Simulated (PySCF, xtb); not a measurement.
O2, SMILES O=O (connectivity only; charge and spin as stated), charge +1, multiplicity 2. Atoms are numbered in the order given.

```xyz
2

O      0.0000     0.0000    -0.5492
O      0.0000     0.0000     0.5492
```
Charge +1, spin multiplicity 2.

Geometry optimised at PBE0-D3(BJ)/def2-TZVPD.

Method: C-PCM-M06-2X/def2-TZVPD (PySCF 2.14.0).

The values are the electrostatic part of the solvation free energy, E(continuum) − E(gas) at the gas-phase geometry, in a cavity of scaled van der Waals radii (PySCF's table); cavitation and dispersion terms are not included.

| solvent | ε | ΔG(elec) (kcal/mol) |
|---|---|---|
| water | 78.36 | -81.1 |
| 2-propanol | 19.26 | -77.9 |
| dichloromethane | 8.93 | ? |

Task: What belongs in the gaps? (Estimate from the structure and the level; the computed values follow.)

Result: 
- dichloromethane, ΔG(elec) (kcal/mol): -73.0

For comparison, GFN2-xTB/ALPB(water) (xtb, at the GFN2-xTB geometry, all terms of that model) gives -80.8 kcal/mol.
